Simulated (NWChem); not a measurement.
**Total energies of Cl**

```
Cl
```
Charge 0, spin multiplicity 2.

All runs are NWChem calculations.

Basis set: cc-pVDZ (18 functions).

```
method                         total energy (Ha)
-----------------------------  -----------------
UHF                                   -459.47114
UMP2                                  -459.58094
UB2PLYP                               -459.99967
UPBE                                  -459.94917
UB3LYP                                -460.15846
ULC-wPBE (omega 0.3 per bohr)         -459.97992
```

Total energies of different functionals aren't comparable as a measure of quality: only differences taken within one method are. 

The correlated methods keep 5 core orbitals frozen. B3LYP has NWChem's definition, with VWN1-RPA local correlation. No SCF solution was tested for a lower state. Open-shell Hartree-Fock references start from PBE0 orbitals.
